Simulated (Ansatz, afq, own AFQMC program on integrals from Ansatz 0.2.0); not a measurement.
# B$_{2}$H$_{2}$, triplet in 6-31G, levels against full CI

```xyz
4

B     0.0000    0.0000    1.5272
B     0.0000    0.0000   -1.9198
H     0.0000    1.0479    2.1056
H     0.0000   -1.0479    2.1056
```

Connectivity, by distances: BH2 ··· B.

Basis 6-31G. Noble-gas cores (and the filled d shells of Ga–Kr and In–Xe) are frozen. AFQMC by an in-house program on the Cholesky factors that Ansatz 0.2.0 writes for its CCSD(T) run. ph-AFQMC/CISD is guided by a CISD state made of CCSD amplitudes; releasing the constraint for a short imaginary time cuts its bias at the price of noise, slowly where states lie close. Uncertainties: one standard error, sampling alone.

Determinant: UHF, the one that the program's search chose, which needn't be the lowest solution. The geometry is a point of a scan.

Full CI on the same integrals is exact in this basis and with this determinant's frozen core.

Cautions: lower spins were not checked.

* T1 diagnostic: 0.0121
* weight of the determinant in the CISD state: 0.908
* ⟨S²⟩ of the determinant: 2.009
* size of the correlated space: 8 electrons in 20 orbitals

Reference: full CI, correlation energy -2.660 eV. The released energy is read at 2.40 1/Eh (meV from the phaseless value at times in 1/Eh: -1.4 ± 1.1 at 0.24, -1.8 ± 2.0 at 0.51, -4.8 ± 1.4 at 0.99, -4.4 ± 1.3 at 1.62, -8.2 ± 1.2 at 2.40).

| level | E − E(reference) (kJ/mol) | share of correlation (%) |
| --- | --- | --- |
| HF | 256.7 | 0.00 |
| MP2 | 92.4 | 64.02 |
| CCSD | 4.5 | 98.24 |
| CCSD(T) | 1.6 | 99.36 |
| CCSDT | 0.1 | 99.97 |
| CCSDT(Q) | 0.0 | 99.99 |
| CCSDTQ | 0.0 | 100.00 |
| ph-AFQMC/CISD | 1.1 ± 0.1 | 99.59 |
| released AFQMC | 0.3 ± 0.1 | 99.90 |

CCSDT and higher add their correlation energy to the determinant of the CCSD(T) run, since their own runs factorise the integrals more tightly (a shift of under 2 meV). A walk keeps the symmetry of its determinant, which the program's search chose and which needn't be the lowest solution, so a lower state of the same spin and another symmetry isn't excluded. Released energies are given only where the last usable release times agree within the noise; a slower fall can still hide under it.
